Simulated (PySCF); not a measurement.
# Be₂H₄, a complex of two parts: interaction energy

An exercise on one series of results from a longer session: the logs are not shown, and one member is left open.

Computed with PySCF 2.14.0; each step states its level. No surroundings beyond the atoms listed, unless a continuum is named. Atoms count from 0, parts from 1.

### Starting point

6 atoms, charge 0, multiplicity 1; geometry: GFN2-xTB. Parts: 1 = atoms 0–2, `[BeH2]`, charge 0; 2 = atoms 3–5, `[BeH2]`, charge 0.

Set-up of the first run:

Job settings and geometry (Å):

```
{"job": {"xc": "PBE0", "basis": "def2-TZVPD", "d3": "d3bj", "grid": 3, "kind": "geom", "shake": 0.01}, "charge": 0, "multiplicity": 1, "parts": [{"atoms": "0-2", "charge": 0, "multiplicity": 1}, {"atoms": "3-5", "charge": 0, "multiplicity": 1}]}
Be    -0.026479    -0.004773     0.071185
H      0.167882    -0.530172    -1.073917
H      0.009542     0.240356     1.318841
Be    -1.460793     1.596998    -0.555625
H     -0.690098     2.546721    -0.836735
H     -2.601896     0.966003    -0.400719
```

Launch:

```
OMP_NUM_THREADS=1 python cluster_run.py task.json out
```

This one command runs all jobs of the session in turn.

Among the steps run: Relaxing the molecule at PBE0-D3(BJ)/def2-TZVPD; Coupled-cluster interaction energy: CCSD(T) and MP2, 1.48 Å; Coupled-cluster interaction energy: CCSD(T) and MP2, 1.55 Å; Coupled-cluster interaction energy: CCSD(T) and MP2, 1.62 Å; Coupled-cluster interaction energy: CCSD(T) and MP2, 1.40 Å; Coupled-cluster interaction energy: CCSD(T) and MP2, 1.85 Å; Coupled-cluster interaction energy: CCSD(T) and MP2, 1.33 Å; Coupled-cluster interaction energy: CCSD(T) and MP2, 2.22 Å; Coupled-cluster interaction energy: CCSD(T) and MP2, 2.95 Å.

One table of the session follows, with a row left open; its other results are not shown here.

It belongs to the step «Coupled-cluster interaction energy: CCSD(T) and MP2, 2.95 Å». 

```
                 method  interaction energy (kcal/mol)
         HF/aug-cc-pVDZ                          -7.62
        MP2/aug-cc-pVDZ                          -8.60
       CCSD/aug-cc-pVDZ                          -8.37
    CCSD(T)/aug-cc-pVDZ                          -8.61
         HF/aug-cc-pVQZ                          -7.82
        MP2/aug-cc-pVQZ                              ?
    SCS-MP2/aug-cc-pVQZ                          -8.65
      MP2, extrapolated                          -9.08
CCSD(T), limit estimate                          -9.09
```

Q: Estimate the row for MP2/aug-cc-pVQZ from the others.

**Answer.** interaction energy (kcal/mol): -9.05. In the column «interaction energy (kcal/mol)» it lies between MP2, extrapolated (-9.08) and SCS-MP2/aug-cc-pVQZ (-8.65).
